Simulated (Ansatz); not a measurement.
# One shape, several levels: CHFO (SMILES O=CF)

Wanted: a comparison of 6 runs (CAM-B3LYP/STO-3G, UB3LYP/STO-3G, r2SCAN/STO-3G, revPBE/STO-3G, UMP2/STO-3G, CCSDT/STO-3G) of CHFO. 

The results are computed with Ansatz 0.2.0.

62 further runs of the same task are left out: 2 that didn't finish, 60 set aside as unsound or not needed.

## (1) The molecule

CHFO has 4 atoms, charge 0, and is taken as a singlet. SMILES: `O=CF`. The H4–C2 distance was set to 2.194 Å, away from the relaxed value. At this shape a bond of the SMILES string is far longer than usual.

Bond lengths: O1–C2 1.174 Å, C2–F3 1.336 Å. Angles: O1–C2–F3 122.9°.

## (2) The energy at CAM-B3LYP/STO-3G (run 1)

Input file run.yaml:

```yaml
crystal:
  periodic: [false, false, false]
  atoms:
    - symbol: O
      position_ang: [-1.286267, -0.554396, 1.516888]
    - symbol: C
      position_ang: [-0.443327, -0.688056, 0.710768]
    - symbol: F
      position_ang: [0.188273, -1.847386, 0.507328]
    - symbol: H
      position_ang: [0.350540, 0.823120, -0.667550]
basis:
  gaussian:
    orbitals: STO-3G
hamiltonian:
  xc: {name: CAM-B3LYP}
accuracy: high
```

Launch:

```bash
$ ansatz run run.yaml --threads 1 --pin off --max-ram 3480MiB --events-out events.jsonl --progress --plain --runs-dir runs
```

What it wrote:

```text
Warning: RAYON_NUM_THREADS=1 ignored (pool sized by the plan → 1); use --threads N
Functional definition: CAM-B3LYP
  name "CAM-B3LYP"
  parameter alpha = 0.19
  parameter beta = 0.46
  parameter omega = 0.33/bohr
  parameter ac = 0.81
  exchange = (1 - alpha - beta)*b88_x + beta*b88_x_sr(omega) + alpha*exact_x + beta*exact_x_lr(omega)
  correlation = (1 - ac)*vwn5_c + ac*lyp_c
273 factors; integrals over basis functions are off by at most 5.4e-8 eV
135 factors; integrals over basis functions are off by at most 7.0e-10 eV
mean field evaluation 1: about -5723.2011 eV, gradient 3.4e1 eV
mean field evaluation 2: about -5718.6672 eV, gradient 5.1e1 eV
mean field evaluation 4: about -5727.7330 eV, gradient 3.0e0 eV
mean field evaluation 8: about -5727.7284 eV, gradient 4.0e-2 eV
mean field evaluation 16: about -5727.7284 eV, gradient 5.3e-7 eV
mean field -5727.72838860 eV, -210.4901358875 hartree, gradient 3.2e-8 eV, S^2 0.000000; 0 other end points of the search recorded, 0 dependent functions left out
reference -5727.72839820 eV, -210.4901362400 hartree; 12, 12 occupied and 4, 4 virtual orbitals, 273 factors
Total energy: -5727.72839820 eV, -210.4901362400 hartree
```

It took 1 s on 1 thread of Intel Xeon Platinum 8259CL at 2.50GHz (Skylake/Cascade Lake), shared host; peak memory 0.11 GiB.

## (3) A single-point energy at UB3LYP/STO-3G (run 2)

Input file molecule.yaml:

```yaml
crystal:
  periodic: [false, false, false]
  atoms:
    - {symbol: O, position_ang: [-1.286267, -0.554396, 1.516888]}
    - {symbol: C, position_ang: [-0.443327, -0.688056, 0.710768]}
    - {symbol: F, position_ang: [0.188273, -1.847386, 0.507328]}
    - {symbol: H, position_ang: [0.350540, 0.823120, -0.667550]}
basis:
  gaussian:
    orbitals: STO-3G
magnetization:
  spin_polarized: true
hamiltonian:
  xc: {name: B3LYP}
accuracy: high
```

Launch:

```bash
$ ansatz run molecule.yaml --threads 1 --pin off --max-ram 3480MiB --events-out events.jsonl --progress --plain --runs-dir runs
```

What it wrote:

```text
Warning: RAYON_NUM_THREADS=1 ignored (pool sized by the plan → 1); use --threads N
Functional definition: B3LYP
  name "B3LYP"
  parameter a0 = 0.2
  parameter ax = 0.72
[... 1 set-up line as earlier in the session ...]
  exchange = (1 - a0 - ax)*slater_x + ax*b88_x + a0*exact_x
  correlation = (1 - ac)*vwn_rpa_c + ac*lyp_c
273 factors; integrals over basis functions are off by at most 5.4e-8 eV
mean field evaluation 1: about -5725.9143 eV, gradient 2.2e1 eV
mean field evaluation 2: about -5713.1175 eV, gradient 4.5e1 eV
mean field evaluation 4: about -5729.5304 eV, gradient 9.1e0 eV
mean field evaluation 8: about -5730.4217 eV, gradient 1.5e-1 eV
mean field evaluation 16: about -5730.4219 eV, gradient 2.6e-7 eV
mean field evaluation 32: about -5730.7763 eV, gradient 3.1e-8 eV
mean field evaluation 64: about -5730.7763 eV, gradient 1.4e-8 eV
mean field -5730.77626132 eV, -210.6021431437 hartree, gradient 3.1e-8 eV, S^2 0.603238; 3 other end points of the search recorded, 0 dependent functions left out
reference -5730.77628117 eV, -210.6021438733 hartree; 12, 12 occupied and 4, 4 virtual orbitals, 273 factors
Total energy: -5730.77628117 eV, -210.6021438733 hartree
```

Run time: 4.5 s. Hardware: 1 thread of Intel Xeon Platinum 8259CL at 2.50GHz (Skylake/Cascade Lake), shared host; peak memory 0.13 GiB.

Runs 3 to 5 aren't shown in full; the table further down has their settings and results.

## (4) The energy at CCSDT/STO-3G (run 6)

Input file run.yaml:

```yaml
crystal:
  periodic: [false, false, false]
  atoms:
    - {symbol: O, position_ang: [-1.286267, -0.554396, 1.516888]}
    - {symbol: C, position_ang: [-0.443327, -0.688056, 0.710768]}
    - {symbol: F, position_ang: [0.188273, -1.847386, 0.507328]}
    - {symbol: H, position_ang: [0.350540, 0.823120, -0.667550]}
basis:
  gaussian:
    orbitals: STO-3G
correlation:
  method: ccsdt
  frozen_orbitals: {C: 1, F: 1, H: 0, O: 1}
scf:
  omitted_lower_state_checks: [cluster_reference, increment]
accuracy: high
```

Launch:

```bash
$ ansatz run run.yaml --threads 1 --pin off --max-ram 3480MiB --events-out events.jsonl --progress --plain --runs-dir runs
```

What it wrote:

```text
Warning: RAYON_NUM_THREADS=1 ignored (pool sized by the plan → 1); use --threads N
[... 11 lines left out ...]
3 core orbitals not correlated: weight in the atoms' cores, before any rotation towards them, 1.000 or more for the frozen orbitals, at most 0.000 for the correlated occupied ones
[... 35 lines left out ...]
WARN: these amplitudes may be one of several solutions (largest doubles amplitude 0.53, level shift 5.76 eV)
Total energy: -5710.43049099 eV, -209.8544498752 hartree
Checks for a lower state left out: cluster_reference, increment
```

It took 0.77 s on 1 thread of Intel Xeon Platinum 8259CL at 2.50GHz (Skylake/Cascade Lake), shared host.

## (5) All runs side by side

| run | level | frozen core orbitals | energy (Eh) | wall time |
| --- | --- | --- | --- | --- |
| 1 | CAM-B3LYP/STO-3G | – | -210.490136 | 1 s |
| 2 | UB3LYP/STO-3G | – | -210.602144 | 4.5 s |
| 3 | r2SCAN/STO-3G | – | -210.548303 | 2.1 s |
| 4 | revPBE/STO-3G | – | -210.584204 | 0.89 s |
| 5 | UMP2/STO-3G | 3 | -209.808297 | 0.69 s |
| 6 | CCSDT/STO-3G | 3 | -209.854450 | 0.77 s |

## (6) Outcome

| quantity | value |
| --- | --- |
| run 6: total energy | -209.85445 Eh |
| run 6: correlation energy (3 core orbitals frozen) | -272.1 mEh |
| run 6: T1 diagnostic | 0.017 |

**Reading.** Totals of different functionals can't be ranked against each other. In run 6 the log says that unrestricted orbitals would lower the reference, so the values rest on an unstable closed-shell determinant (other closed-shell runs at this shape may share the fault). In runs 1, 2, 3, 4, 5, 6 the basis is minimal, so the values are rough. In runs 1, 3, 4 a closed-shell determinant meets a far-stretched bond, which it describes badly. Spin contamination of the reference: run 5 ⟨S²⟩ = 0.98, run 2 ⟨S²⟩ = 0.60. Where it is this large, the reference is a mixture of spin states, and values that rest on it are in doubt. All runs together took 10 s, the longest 4.5 s.
